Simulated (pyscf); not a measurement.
One four-centre exchange on the singlet surface with elements of a group swapped. ωB97M-D3(BJ)/def2-TZVP, eV, from the separated reactants. Structures and frequencies: ωB97X-D3(BJ)/def2-SVP in PySCF.

| step | barrier | reaction energy | imaginary mode (i cm⁻¹) |
|---|---|---|---|
| `[OH][SiH3]` + `[OH][PH2]` → `[OH][PH][OH]` + `[SiH4]` | 1.89 | +0.45 | 284 |
| `[OH][SiH3]` + `[OH][AsH2]` → `[OH][AsH][OH]` + `[SiH4]` | [?] | [?] | 484 |

Complete the blanks.


- `[OH][SiH3]` + `[OH][AsH2]` → `[OH][AsH][OH]` + `[SiH4]`, barrier: 2.27
- `[OH][SiH3]` + `[OH][AsH2]` → `[OH][AsH][OH]` + `[SiH4]`, reaction energy: +0.67

Row 1: On the reactant side the descent ends in a complex (not fully relaxed), 0.26 eV under the separated species and 2.12 eV under the saddle at ωB97X-D3(BJ)/def2-TZVP. Row 2: On the reactant side the descent ends in a complex (not fully relaxed), 0.20 eV under the separated species and 2.43 eV under the saddle at ωB97X-D3(BJ)/def2-TZVP. Each row is the saddle that its search found. Elements up to Kr have no core potential and no relativistic terms here.
